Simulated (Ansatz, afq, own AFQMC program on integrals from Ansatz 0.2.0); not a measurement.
Where AFQMC and coupled cluster stand for BPH$_{3}$, doublet

```xyz
5

B     0.0094    0.0753    1.3144
P    -0.0456   -0.0375   -0.5588
H    -0.3615    1.0750    1.8583
H     0.3099   -0.8744    1.9757
H     1.3529    0.1428   -0.7612
```

Connectivity, by distances: BH2–PH.

Basis cc-pVDZ. Only valence electrons are correlated. AFQMC by an in-house program on the Cholesky factors that Ansatz 0.2.0 writes for its CCSD(T) run. The CISD trial takes its coefficients from CCSD amplitudes. Released means that phaseless walkers are propagated on without the constraint, phases kept. Uncertainties: one standard error, sampling alone.

Determinant: UHF, the one that the program's search chose, which needn't be the lowest solution. The geometry is a point of a scan.

No full CI on the walks' own integrals is used here; CCSDT(Q) serves as the reference and is uncertain by about the last step of the cluster series.

```
T1 diagnostic                               : 0.0179
weight of the determinant in the CISD state : 0.880
⟨S²⟩ of the determinant                     : 0.764
size of the correlated space                : 11 electrons in 41 orbitals
```

```json
{"level": "MP2", "correlation energy (eV)": "-5.0063"}
{"level": "CCSD", "correlation energy (eV)": "-6.0694"}
{"level": "CCSD(T)", "correlation energy (eV)": "-6.2329"}
```

(1) Estimate where phaseless AFQMC with a CISD trial lies against CCSD(T) on the same integrals.

(1) 1.42 ± 0.61 mEh below CCSD(T).

Reference: CCSDT(Q), correlation energy -6.271 eV. The released energy is read at 2.40 1/Eh (meV from the phaseless value at times in 1/Eh: 8 ± 15 at 0.24, 6 ± 13 at 0.51, -1 ± 14 at 0.99, -3 ± 14 at 1.62, -6 ± 15 at 2.40).

```csv
level,E − E(reference) (mEh),share of correlation (%)
CCSD(T),1.41,99.39
CCSDT,0.32,99.86
ph-AFQMC/CISD,-0.01 ± 0.61,100.01
released AFQMC,-0.24 ± 0.55,100.10
```

Released energies are given only where the last usable release times agree within the noise; a slower fall can still hide under it.
